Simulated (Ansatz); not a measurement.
Two shapes of triplet C₂H₆O.

Shape 1:

```xyz
9

C     0.3270    0.3399   -0.2534
C    -1.1302    0.5203    0.1114
O     0.7527   -0.9133    0.1922
H     0.9233    1.1390    0.2032
H     0.4493    0.4283   -1.3394
H    -1.4898    1.4973   -0.2173
H    -1.7403   -0.2515   -0.3609
H    -1.2646    0.4466    1.1916
H     1.6528   -1.0522   -0.0536
```

Shape 2:

```xyz
9

C     0.0040   -0.5165   -0.1736
C     0.6739    0.1019    1.0307
O    -0.6965    0.4896   -0.8586
H    -0.6740   -1.3300    0.1583
H     0.7714   -0.9900   -0.8203
H     1.2367   -0.6530    1.5998
H     1.3697    0.8946    0.7172
H    -0.0765    0.5545    1.6963
H    -1.1223    0.0944   -1.6248
```

Basis set: def2-SVP (spherical functions). Frozen core: 3 orbitals. Charge 0, multiplicity 3.

Computed with Ansatz (development build ahead of 0.2.0); each method stands on the lowest determinant of its kind that the runs found.

Question: Which shape is lower in energy, and by how much in each method?

Answer:

```csv
method,E(2) − E(1) (eV)
UHF,-0.110
UHF-MP2,-0.135
```

Shape 2 is lower. Caution: another spin multiplicity may lie lower.
